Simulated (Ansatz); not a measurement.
**Eu: projected DOS by orbital**

```xyz
1
Lattice="-2.1921 2.1921 2.1921 2.1921 -2.1921 2.1921 2.1921 2.1921 -2.1921" Properties=species:S:1:pos:R:3 pbc="T T T"
Eu    0.0000    0.0000    0.0000
```

The cell was built from the bcc type and relaxed in the same program, and has space group Im-3m; it needn't be a known or the stable phase.

Semilocal functionals without a Hubbard term describe localised f shells poorly; where the shell is localised, the real material differs.

Other magnetic orders may lie lower; this is the state that the run reached.

No spin–orbit coupling, which matters for the heavy atoms here.

All numbers below come from DFT, PBE, all-electron LAPW, scalar-relativistic (Ansatz 0.2.0).

Sampling and basis: a Γ-centred 14×14×14 k mesh, Fermi–Dirac smearing of 0.05 eV, basis error target 1 meV/atom, spin-polarised from start moments Eu 7 μB, ending with a cell moment of 7.26 μB.

States per eV for one atom of each kind, in 0.4 eV bins named by their centres, from the Fermi level, projected on a minimal set of Löwdin-orthogonalised atomic shells; orbitals are real harmonics on the Cartesian axes, equal curves share a column, and empty bins are left out, as is all above 1.5 eV, near the top of the computed bands.

Eu 4f:

```
# E all all_up all_dn fz3_up fz3_dn=fxyz_dn fxz2_up=fyz2_up fxz2_dn=fyz2_dn fz(x2-y2)_up fz(x2-y2)_dn fxyz_up fx(x2-3y2)_up=fy(3x2-y2)_up fx(x2-3y2)_dn=fy(3x2-y2)_dn
-1.5 0.02 0.01 0.00 0.00 0.00 0.00 0.00 0.00 0.00 0.00 0.00 0.00
-1.1 0.08 0.08 0.00 0.02 0.00 0.01 0.00 0.01 0.00 0.01 0.01 0.00
-0.7 7.11 7.11 0.00 0.85 0.00 0.96 0.00 1.03 0.00 1.48 0.92 0.00
-0.3 9.87 9.87 0.00 1.61 0.00 1.45 0.00 1.36 0.00 0.98 1.51 0.00
0.1 0.17 0.16 0.00 0.01 0.00 0.03 0.00 0.05 0.00 0.00 0.02 0.00
0.5 0.12 0.12 0.01 0.01 0.00 0.02 0.00 0.03 0.00 0.00 0.02 0.00
0.9 0.07 0.05 0.02 0.00 0.00 0.01 0.00 0.01 0.01 0.00 0.01 0.00
1.3 0.07 0.02 0.05 0.00 0.00 0.00 0.01 0.00 0.01 0.00 0.00 0.01
```

Eu 5d:

```
# E all all_up all_dn dz2_up=dx2-y2_up dz2_dn=dx2-y2_dn dxz_up=dyz_up=dxy_up dxz_dn=dyz_dn=dxy_dn
-3.5 0.01 0.01 0.00 0.00 0.00 0.00 0.00
-3.1 0.02 0.02 0.00 0.00 0.00 0.00 0.00
-2.7 0.04 0.04 0.01 0.01 0.00 0.01 0.00
-2.3 0.09 0.07 0.02 0.01 0.00 0.01 0.00
-1.9 0.20 0.17 0.04 0.03 0.01 0.03 0.01
-1.5 0.42 0.35 0.07 0.07 0.01 0.07 0.01
-1.1 0.68 0.50 0.18 0.15 0.03 0.07 0.04
-0.7 0.93 0.61 0.32 0.21 0.06 0.07 0.07
-0.3 0.77 0.33 0.44 0.08 0.12 0.06 0.06
0.1 1.30 0.77 0.53 0.16 0.18 0.15 0.05
0.5 1.57 1.26 0.31 0.16 0.12 0.32 0.02
0.9 1.84 0.87 0.97 0.07 0.20 0.24 0.19
1.3 1.87 0.60 1.27 0.03 0.15 0.18 0.32
```

Eu 6s:

```
# E all all_up all_dn
-4.3 0.01 0.01 0.00
-3.9 0.05 0.05 0.00
-3.5 0.09 0.07 0.02
-3.1 0.15 0.09 0.05
-2.7 0.18 0.11 0.07
-2.3 0.22 0.13 0.09
-1.9 0.25 0.14 0.11
-1.5 0.26 0.14 0.12
-1.1 0.23 0.09 0.14
-0.7 0.17 0.03 0.13
-0.3 0.12 0.03 0.09
0.1 0.05 0.01 0.04
0.5 0.08 0.07 0.01
0.9 0.08 0.06 0.02
1.3 0.11 0.02 0.10
```
